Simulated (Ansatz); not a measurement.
# PH₃O₂: a ladder of functionals and wavefunction methods

An exercise on one series of results from a longer session: the logs are not shown, and one member is left open.

Computed with Ansatz 0.2.0, Gaussian basis. Level: functionals in def2-TZVPP, the program's frozen cores in correlated methods.

Plan: LDA (SPW92), PBE-D4, revPBE-D4, BLYP-D4, r2SCAN-D4, B97M-V, PBE0-D4, B3LYP-D4, r2SCANh-D4, r2SCAN0-D4, HSE06-D4, BHLYP-D4, CAM-B3LYP-D4, LC-ωPBE, ωB97X-V, ωB97M-V, B2PLYP, PBE-QIDH; CCSD(T)/def2-SVP; CCSD(T)/def2-TZVPP; MP2/def2-QZVPP; extrapolation to the limit; RPA on PBE.

### The relaxed structure

All runs share one geometry, relaxed beforehand with PBE0-D4 in a triple-zeta def2 set.

SMILES `OPO`, 6 atoms, charge 0, spin multiplicity 1.

Atoms are counted from 1 here; the program's logs count them from 0.

Bond lengths: O1–P2 1.647 Å, O1–H4 0.961 Å, P2–O3 1.632 Å, P2–H5 1.428 Å, O3–H6 0.963 Å. Angles: P2–O1–H4 110.6°, O1–P2–O3 104.0°, O1–P2–H5 92.5°, O3–P2–H5 98.9°, P2–O3–H6 114.2°.

Geometry (Å):

```mol
H3O2P
  3D, bonds by distance, orders not assigned

  6  5  0  0  0  0  0  0  0  0999 V2000
   -0.9738   -0.5013   -0.6241 O   0  0
    0.3225    0.5085   -0.5128 P   0  0
    1.2230   -0.1343    0.6863 O   0  0
   -0.8594   -1.1186   -1.3515 H   0  0
   -0.4097    1.4677    0.2505 H   0  0
    0.7393   -0.2861    1.5054 H   0  0
  1  2  8  0
  2  3  8  0
  1  4  8  0
  2  5  8  0
  3  6  8  0
M  END
```

Set-up of the first run:

File in.yaml:

```yaml
crystal:
  periodic: [false, false, false]
  atoms:
    - {symbol: O, position_ang: [-0.973816, -0.501272, -0.624058]}
    - {symbol: P, position_ang: [0.322494, 0.508484, -0.512754]}
    - {symbol: O, position_ang: [1.222998, -0.134293, 0.686309]}
    - {symbol: H, position_ang: [-0.859354, -1.118614, -1.351548]}
    - {symbol: H, position_ang: [-0.409664, 1.467664, 0.250452]}
    - {symbol: H, position_ang: [0.739342, -0.286070, 1.505400]}
basis:
  gaussian: {orbitals: def2-TZVPP}
hamiltonian: {xc: lda}
output: {orbitals: {seedname: orbitals}}
```

Command:

```console
ansatz run in.yaml --threads 2 --pin off --events-out ev --progress --plain --max-ram 4352MiB
```

Among the steps run: LDA; PBE-D4 (GGA); revPBE-D4 (GGA); BLYP-D4 (GGA); r2SCAN-D4 (meta-GGA); B97M-V (meta-GGA); PBE0-D4 (hybrid); B3LYP-D4 (hybrid); r2SCANh-D4 (hybrid); r2SCAN0-D4 (hybrid); HSE06-D4 (hybrid); BHLYP-D4 (hybrid); CAM-B3LYP-D4 (range-separated); LC-ωPBE (range-separated); ωB97X-V (range-separated); ωB97M-V (range-separated); B2PLYP (double hybrid); PBE-QIDH (double hybrid).

One table of the session follows, with a row left open; its other results are not shown here.

It belongs to the step «Frontier levels by functional». 

```
  functional  HOMO (eV)  gap (eV)
 LDA (SPW92)      -5.95      5.00
      PBE-D4      -5.87      5.11
   revPBE-D4      -5.84      5.15
     BLYP-D4      -5.79      5.05
   r2SCAN-D4      -6.12      5.75
      B97M-V      -6.22      5.66
     PBE0-D4      -7.14      7.28
    B3LYP-D4      -6.97      6.78
  r2SCANh-D4      -6.59      6.54
  r2SCAN0-D4      -7.30      7.70
    HSE06-D4      -6.74      6.50
    BHLYP-D4      -8.35      9.26
CAM-B3LYP-D4      -8.54      9.58
     LC-ωPBE          ?         ?
     ωB97X-V      -9.53     11.71
     ωB97M-V      -9.38     11.23
```

Estimate the missing values for LC-ωPBE.

As computed: HOMO (eV): -9.88; gap (eV): 12.22. In the column «HOMO (eV)» it is the lowest.
